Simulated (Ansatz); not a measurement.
Input file:

```yaml
crystal:
  periodic: [false, false, false]
  atoms:
    - {symbol: Al, position_ang: [0.000000, -0.534823, 2.550449]}
    - {symbol: Ga, position_ang: [0.000000, 0.411320, -0.006530]}
    - {symbol: Cl, position_ang: [0.000000, -0.428549, -2.021345]}
    - {symbol: H, position_ang: [0.000000, 0.937760, 3.277007]}
basis:
  gaussian: {orbitals: cc-pVDZ}
magnetization: {spin_polarized: false, initial_magnetization: 2}
correlation: {method: bccd_t, electrons: outside_noble_gas}
```

```sh
$ ansatz run in.yaml --threads 1 --pin off --events-out ev --progress --plain --max-ram 2393MiB
```

The program prints:

```
742 factors; integrals over basis functions are off by at most 1.0e-3 eV
mean field evaluation 1: about -71434.2178 eV, gradient 1.4e1 eV
mean field evaluation 2: about -71434.2236 eV, gradient 1.4e1 eV
mean field evaluation 4: about -71435.5917 eV, gradient 1.7e0 eV
mean field evaluation 8: about -71435.6824 eV, gradient 1.3e-2 eV
mean field evaluation 16: about -71435.5845 eV, gradient 1.7e0 eV
mean field evaluation 32: about -71435.3619 eV, gradient 2.7e0 eV
mean field evaluation 64: about -71432.7677 eV, gradient 2.1e-1 eV
mean field evaluation 96: about -71432.4178 eV, gradient 3.9e-2 eV
mean field evaluation 128: about -71430.0849 eV, gradient 1.5e0 eV
mean field evaluation 160: about -71427.7677 eV, gradient 1.0e1 eV
mean field evaluation 192: about -71433.1946 eV, gradient 4.4e-1 eV
mean field evaluation 224: about -71432.9945 eV, gradient 4.5e0 eV
mean field evaluation 256: about -71432.4179 eV, gradient 7.5e-4 eV
mean field -71435.68237588 eV, -2625.2129064690 hartree, gradient 1.5e-6 eV, S^2 2.000000; 9 other end points of the search recorded, 0 dependent functions left out
mean field evaluation 288: about -71435.7409 eV, gradient 2.2e-1 eV
mean field evaluation 320: about -71435.6253 eV, gradient 2.0e-4 eV
determinant -71435.68237588 eV, -2625.2129064690 hartree, with singles and doubles -71442.81699541 eV, -2625.4750989008 hartree
determinant -71435.52961358 eV, -2625.2072925580 hartree, with singles and doubles -71442.44608587 eV, -2625.4614682264 hartree
determinant -71433.19569205 eV, -2625.1215225239 hartree, with singles and doubles -71440.62195159 eV, -2625.3944325281 hartree
determinant -71432.76742131 eV, -2625.1057838645 hartree, with singles and doubles -71440.63133108 eV, -2625.3947772180 hartree
determinant -71432.41788461 eV, -2625.0929386275 hartree, with singles and doubles -71439.97574160 eV, -2625.3706847492 hartree
determinant -71432.19196047 eV, -2625.0846360687 hartree, with singles and doubles -71439.55598371 eV, -2625.3552589311 hartree
determinant -71435.68237588 eV, -2625.2129064690 hartree, with singles and doubles -71442.81939729 eV, -2625.4751871682 hartree
determinant -71435.52961358 eV, -2625.2072925580 hartree, with singles and doubles -71442.44787602 eV, -2625.4615340135 hartree
24 core orbitals not correlated: weight in the atoms' cores, before any rotation towards them, 0.984 or more for the frozen orbitals, at most 0.016 for the correlated occupied ones
reference -71435.68237588 eV, -2625.2129064690 hartree; 8, 6 occupied and 36, 38 virtual orbitals, 742 factors
second order -6.12664630 eV of doubles, -0.02672871 eV of singles
cycle   1  -7.12935185 eV  change    7.7e-3 eV  update   1.2e-2
cycle   2  -7.12612051 eV  change    3.2e-3 eV  update   4.2e-3
cycle   3  -7.12345333 eV  change    2.7e-3 eV  update   2.8e-3
cycle   4  -7.12273842 eV  change    7.1e-4 eV  update   1.7e-3
cycle   5  -7.12340590 eV  change   -6.7e-4 eV  update   9.1e-4
cycle   6  -7.12337659 eV  change    2.9e-5 eV  update   4.4e-4
cycle   7  -7.12335417 eV  change    2.2e-5 eV  update   2.5e-4
cycle   8  -7.12335731 eV  change   -3.1e-6 eV  update   1.4e-4
cycle   9  -7.12334541 eV  change    1.2e-5 eV  update   7.6e-5
cycle  10  -7.12333562 eV  change    9.8e-6 eV  update   3.8e-5
cycle  11  -7.12333703 eV  change   -1.4e-6 eV  update   1.8e-5
cycle  12  -7.12333424 eV  change    2.8e-6 eV  update   8.6e-6
perturbative correction -0.23158228 eV, -0.0085104918 hartree
Total energy: -71443.03729240 eV, -2625.4831946659 hartree
```

Ran on 1 thread of Arm Neoverse V2, shared host: 19 s wall, 0.22 GiB peak host memory.
